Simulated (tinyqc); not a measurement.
MP2 on RHF in the sto-3g basis, for H2O, spin multiplicity 1, step by step. One step of it, computed by the program tinyqc.

Problem. Iteration 8 (converged): orbitals. Diagonalise F' = X^T F X, C = X C', fill 5 alpha and 5 beta electrons from the bottom; D = 2 C_occ C_occ^T. Each column has its largest component positive (the first on a tie).

converged F (hartree), lower triangle:
```
             1O 1s      1O 2s     1O 2px     1O 2py     1O 2pz      2H 1s      3H 1s
1O 1s   -20.227015
1O 2s    -5.159840  -2.407880
1O 2px    0.000000   0.000000  -0.376910
1O 2py    0.000000   0.000000   0.000000  -0.258953
1O 2pz   -0.026379  -0.078578   0.000000   0.000000  -0.289027
2H 1s    -0.951735  -0.864753   0.000000  -0.391226  -0.298977  -0.455177
3H 1s    -0.951735  -0.864753   0.000000   0.391226  -0.298977  -0.250811  -0.455177
```

X, lower triangle:
```
            1O 1s      1O 2s    1O 2px     1O 2py     1O 2pz      2H 1s     3H 1s
1O 1s    1.023846
1O 2s   -0.139040   1.184539
1O 2px   0.000000   0.000000  1.000000
1O 2py   0.000000   0.000000  0.000000   1.096687
1O 2pz  -0.007290   0.072817  0.000000   0.000000   1.032607
2H 1s    0.020328  -0.247013  0.000000  -0.203714  -0.111010   1.150360
3H 1s    0.020328  -0.247013  0.000000   0.203714  -0.111010  -0.058280  1.150360
```

Give: F' = X^T F X; orbital energies; coefficients C; D after iteration 8.

Solution.

F' = X^T F X (hartree), lower triangle:
```
         1       2       3       4       5       6       7
1  -19.850
2   -2.691  -1.268
3    0.000   0.000  -0.377
4    0.000   0.000   0.000   0.021
5   -0.051   0.099   0.000   0.000  -0.183
6   -0.120  -0.446   0.000  -0.443  -0.281  -0.003
7   -0.120  -0.446   0.000   0.443  -0.281  -0.068  -0.003
```

orbital energies (hartree): MO1 -20.236, MO2 -1.213, MO3 -0.583, MO4 -0.413, MO5 -0.377, MO6 0.489, MO7 0.670

coefficients C:
```
           MO1     MO2     MO3     MO4    MO5     MO6     MO7
1O 1s    0.994  -0.237   0.000   0.091  0.000  -0.123   0.000
1O 2s    0.025   0.869   0.000  -0.472  0.000   0.755   0.000
1O 2px   0.000   0.000   0.000   0.000  1.000   0.000   0.000
1O 2py   0.000   0.000   0.589   0.000  0.000   0.000   0.969
1O 2pz   0.003   0.090   0.000   0.792  0.000   0.679   0.000
2H 1s   -0.005   0.152   0.447   0.301  0.000  -0.746  -0.756
3H 1s   -0.005   0.152  -0.447   0.301  0.000  -0.746   0.756
```

D after iteration 8, lower triangle:
```
         1O 1s   1O 2s  1O 2px  1O 2py  1O 2pz   2H 1s  3H 1s
1O 1s    2.107
1O 2s   -0.449   1.958
1O 2px   0.000   0.000   2.000
1O 2py   0.000   0.000   0.000   0.694
1O 2pz   0.108  -0.591   0.000   0.000   1.271
2H 1s   -0.027  -0.020   0.000   0.527   0.504   0.627
3H 1s   -0.027  -0.020   0.000  -0.527   0.504  -0.172  0.627
```
